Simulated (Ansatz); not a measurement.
Molecule: silicon monoxide, SiO, charge 0, multiplicity 1. 
Structure (B3LYP-D3(BJ)/def2-TZVP (Ansatz, a quantum-chemistry and plane-wave program) minimum search):
```
Si
O 1 1.5131
```

Parts of the frozen-core correlation energy in 6-31G (Ansatz, hartree). Frozen orbitals: 6; correlated occupied orbitals by spin: 5 and 5; virtual: 11 and 11. No spin-orbit coupling. Non-relativistic.

```
term                            value
-------------------------  ----------
reference (HF)             -363.70117
MP2 opposite-spin                   ?
MP2 same-spin                       ?
CCSD correlation                    ?
(T)                          -0.00948
FCI minus CCSD(T)            -0.00143
T1 diagnostic                   0.033
largest doubles amplitude       0.084
```

What belongs in the gaps?


- MP2 opposite-spin, value: -0.14495
- MP2 same-spin, value: -0.05551
- CCSD correlation, value: -0.19181
